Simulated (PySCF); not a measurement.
methylamine cation (CH5N), SMILES CN (connectivity only; charge and spin as stated), charge +1, multiplicity 2. Atoms are numbered in the order given.

```xyz
7

C     -0.7026     0.0160     0.0000
N      0.7079     0.0082     0.0000
H     -1.0905     0.4660     0.9145
H     -1.0905     0.4660    -0.9145
H     -1.0446    -1.0458     0.0000
H      1.2431    -0.0199     0.8685
H      1.2431    -0.0199    -0.8685
```
Charge +1, spin multiplicity 2.

Coordinates come from a B3LYP-D3(BJ)/def2-TZVP optimisation. The multiplicity is an assumed one; other spin states were not compared.

Calculation: PySCF with PBE0/pcH-1.

Unrestricted Kohn–Sham, ⟨S²⟩ = 0.755. Hyperfine tensors hold the contact and dipolar terms, without spin-orbit corrections.

Computed hyperfine couplings:
| nucleus | A(iso) (MHz) | A(iso) (G) | dipolar principal values (MHz) |
|---|---|---|---|
| 13C no. 1 | -38.4 | -13.7 | -10.1, -4.2, 14.3 |
| 14N no. 2 | 41.2 | 14.7 | -42.8, -42.8, 85.6 |
| 1H no. 3 | 67.2 | 24.0 | -7.5, -4.3, 11.8 |
| 1H no. 4 | 67.2 | 24.0 | -7.5, -4.3, 11.8 |
| 1H no. 5 | 316.5 | 112.9 | -10.3, -5.2, 15.5 |
| 1H no. 6 | -70.1 | -25.0 | -48.9, -11.6, 60.6 |
| 1H no. 7 | -70.1 | -25.0 | -48.9, -11.6, 60.6 |

### Question
And the g tensor (effective nuclear charges for spin-orbit coupling, GIAO)? (An estimate is asked for; the answer gives what the named calculation found.)

### Answer
principal values 2.0022, 2.0040, 2.0046; isotropic 2.0036.
